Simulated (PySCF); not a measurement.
CHClF₂, optimised at HF/6-31G*:

```xyz
5

C     -0.0181     0.0114    -0.0158
Cl    -0.0173     0.7043    -1.6310
F     -0.0112    -1.3067    -0.1016
F      1.0703     0.3926     0.6280
H     -0.8921     0.3411     0.5117
```

Computed with PySCF (xtb for GFN2) and rigid-rotor harmonic-oscillator thermochemistry at 1 bar. 6-31G* has spherical d functions here. All species are closed-shell singlets. B3LYP is the form with VWN-RPA correlation.

Task: List the harmonic frequencies (cm⁻¹, unscaled) at this level and at the other levels, each on its own geometry.

Result: 
- HF/6-31G*: 400, 448, 645, 891, 1255, 1311, 1495, 1550, 3404
- B3LYP/6-31G*: 358, 396, 589, 785, 1139, 1178, 1345, 1406, 3159
- GFN2-xTB: 321, 370, 530, 702, 1050, 1067, 1175, 1235, 2897
- PBE/def2-SVP: 352, 393, 587, 770, 1109, 1136, 1262, 1334, 3028
- PBE0/def2-TZVP: 368, 414, 605, 812, 1138, 1162, 1326, 1374, 3138
